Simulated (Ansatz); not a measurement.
Dissociation curve of H2, singlet.

Method: full CI/aug-cc-pVQZ, frozen core (Ansatz, an electronic-structure program).

**Question.** Relative to R = 0.75 Å, what are the energies at R = 0.93, 1.23, 1.32, 1.48 Å?

**Answer.** 42.0 kJ/mol at 0.93 Å, 171.2 kJ/mol at 1.23 Å, 209.5 kJ/mol at 1.32 Å, 271.1 kJ/mol at 1.48 Å.
